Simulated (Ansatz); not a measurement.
Input file:

```yaml
crystal:
  periodic: [false, false, false]
  atoms:
    - {symbol: Ge, position_ang: [0.000125, -0.000098, 0.001184]}
    - {symbol: H, position_ang: [1.685196, 0.030247, -0.016469]}
    - {symbol: H, position_ang: [-0.835924, 1.479848, -0.040682]}
    - {symbol: H, position_ang: [-0.858249, -1.503012, -0.028180]}
basis:
  gaussian: {orbitals: aug-cc-pVDZ}
total_charge: -1
magnetization: {spin_polarized: false, initial_magnetization: 2}
correlation: {method: ccsd_t, electrons: outside_noble_gas}
output: {forces: true}
```

```sh
$ ansatz run in.yaml --threads 1 --pin off --events-out ev --progress --plain --max-ram 2393MiB
```

Problem. Roughly how long does this take on 1 thread of Arm Neoverse V2, shared host, and how much host memory?

Solution. 12 s wall and 0.23 GiB.

```
659 factors; integrals over basis functions are off by at most 7.7e-4 eV
mean field evaluation 1: about -56515.3703 eV, gradient 1.5e1 eV
mean field evaluation 2: about -56515.3697 eV, gradient 1.5e1 eV
mean field evaluation 4: about -56517.1278 eV, gradient 1.2e0 eV
mean field evaluation 8: about -56517.1570 eV, gradient 2.6e-3 eV
mean field evaluation 16: about -56517.1566 eV, gradient 8.2e-2 eV
mean field evaluation 32: about -56517.0393 eV, gradient 2.9e0 eV
mean field evaluation 64: about -56516.1753 eV, gradient 9.6e-2 eV
mean field evaluation 96: about -56516.1886 eV, gradient 4.3e-2 eV
mean field -56517.15695410 eV, -2076.9672093583 hartree, gradient 4.7e-6 eV, S^2 2.000000; 7 other end points of the search recorded, 0 dependent functions left out
mean field evaluation 128: about -56517.1288 eV, gradient 2.5e0 eV
determinant -56517.15695410 eV, -2076.9672093583 hartree, with singles and doubles -56521.20164375 eV, -2077.1158489614 hartree
determinant -56516.19090351 eV, -2076.9317076539 hartree, with singles and doubles -56520.02818464 eV, -2077.0727251343 hartree
14 core orbitals not correlated: weight in the atoms' cores, before any rotation towards them, 1.000 or more for the frozen orbitals, at most 0.000 for the correlated occupied ones
reference -56517.15695410 eV, -2076.9672093583 hartree; 5, 3 occupied and 44, 46 virtual orbitals, 659 factors
second order -3.17825141 eV of doubles, -0.07020355 eV of singles
cycle   1  -4.01152515 eV  change   -1.3e-1 eV  update   2.4e-2
cycle   2  -4.01889149 eV  change   -7.4e-3 eV  update   8.6e-3
cycle   3  -4.02222522 eV  change   -3.3e-3 eV  update   3.7e-3
cycle   4  -4.02319110 eV  change   -9.7e-4 eV  update   1.3e-3
cycle   5  -4.02311586 eV  change    7.5e-5 eV  update   4.0e-4
cycle   6  -4.02311421 eV  change    1.7e-6 eV  update   1.8e-4
cycle   7  -4.02310380 eV  change    1.0e-5 eV  update   9.9e-5
cycle   8  -4.02307915 eV  change    2.5e-5 eV  update   4.2e-5
cycle   9  -4.02308059 eV  change   -1.4e-6 eV  update   1.3e-5
cycle  10  -4.02308276 eV  change   -2.2e-6 eV  update   5.3e-6
cycle  11  -4.02308363 eV  change   -8.7e-7 eV  update   2.5e-6
cycle  12  -4.02308355 eV  change    8.1e-8 eV  update   1.1e-6
cycle  13  -4.02308324 eV  change    3.1e-7 eV  update   4.7e-7
perturbative correction -0.13256320 eV, -0.0048716077 hartree
the calculation of the forces begins
Total energy: -56521.31260054 eV, -2077.1199265483 hartree
Atom 0 at     0.000125    -0.000098     0.001184 Å, force    -0.168823    -0.095494    -0.022253 eV/Å
Atom 1 at     1.685196     0.030247    -0.016469 Å, force    -0.452255     0.001072     0.001967 eV/Å
Atom 2 at    -0.835924     1.479848    -0.040682 Å, force     0.287487    -0.464727     0.011213 eV/Å
Atom 3 at    -0.858249    -1.503012    -0.028180 Å, force     0.333591     0.559148     0.009073 eV/Å
Dipole moment:     0.015597     0.010666    -0.023755 e Å
```

Forces (eV/Å):
```
Ge  -0.169 -0.095 -0.022
H   -0.452  0.001  0.002
H    0.287 -0.465  0.011
H    0.334  0.559  0.009
```
